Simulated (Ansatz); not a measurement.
A nudged elastic band was laid between two geometries of C3H8S2 (13 atoms, charge 0, multiplicity 1).

Level of theory: RKS PBE/def2-SVP in Ansatz.

```json
{"movable images": "7", "climbing image": "yes", "spring": "5.0 eV/Å²", "optimiser": "quadratic models (default)", "start path": "IDPP", "force threshold": "0.05 eV/Å", "iteration limit": "6", "end points": "relaxed"}
```

Image 0:

```xyz
13
Properties=species:S:1:pos:R:3
C -1.628 0.654 1.105
S -0.043 1.386 0.571
C 0.466 0.240 -0.780
C 0.632 -1.212 -0.346
S 1.990 0.944 -1.524
H -2.052 1.359 1.847
H -1.504 -0.334 1.592
H -2.342 0.569 0.259
H -0.278 0.320 -1.602
H 0.969 -1.833 -1.201
H 1.381 -1.293 0.468
H -0.325 -1.632 0.027
H 2.754 0.798 -0.402
```

Image 8:

```xyz
13
Properties=species:S:1:pos:R:3
C -1.437 0.403 1.440
S 0.181 1.114 0.987
C 0.432 0.440 -0.709
C 0.440 -1.083 -0.789
S 1.972 1.200 -1.359
H -2.221 0.673 0.701
H -1.707 0.859 2.413
H -1.404 -0.698 1.567
H -0.357 0.862 -1.370
H 0.627 -1.412 -1.831
H 1.233 -1.503 -0.136
H -0.532 -1.509 -0.464
H 2.794 0.620 -0.436
```

Task: What changes between the two ends?

Result: No bond is made or broken. The dihedral H8–C1–S2–C3 goes from -56 to 68°. The two ends are copies of one structure, up to a mirror image or an exchange of like atoms.

Task: Give the energies along the band, and the barrier.

Result: The run converged. The highest image is number 4 of 0 to 8, 0.071 eV above the ends, which have the same energy within 2 meV. Another band between the same ends (7 images) ends at a top of the same energy, where a vibrational analysis finds 1 clearly imaginary mode.

```tsv
image	path coordinate (Å)	energy (eV)	dihedral H8–C1–S2–C3 (°)
0	0.00	0.000	-56
1	0.42	0.008	-44
2	0.84	0.033	-29
3	1.27	0.060	-13
4	1.69	0.071	4
5	2.16	0.058	23
6	2.64	0.030	40
7	3.11	0.008	55
8	3.59	0.000	68
```

Task: What is the geometry of the highest image?

Result: 
```xyz
13
Properties=species:S:1:pos:R:3:forces:R:3
C -1.526 0.519 1.360 0.00 0.01 0.00
S 0.141 1.157 0.929 -0.01 0.00 0.03
C 0.463 0.384 -0.714 0.02 0.01 -0.03
C 0.500 -1.140 -0.701 0.00 -0.01 0.00
S 2.025 1.126 -1.336 -0.02 -0.01 0.00
H -2.249 1.355 1.422 0.00 0.00 0.00
H -1.492 -0.008 2.334 0.00 0.00 0.00
H -1.880 -0.195 0.592 0.00 0.00 0.00
H -0.297 0.755 -1.436 0.00 0.00 0.00
H 0.715 -1.529 -1.717 0.00 0.00 0.00
H 1.284 -1.504 -0.006 0.00 0.00 0.00
H -0.470 -1.566 -0.370 0.00 0.00 0.00
H 2.807 0.610 -0.342 0.00 0.00 0.00
```

Time of the run: 53 s on 2 threads of Intel(R) Xeon(R) 6975P-C (Granite Rapids), on a shared host, peak memory 0.18 GiB.
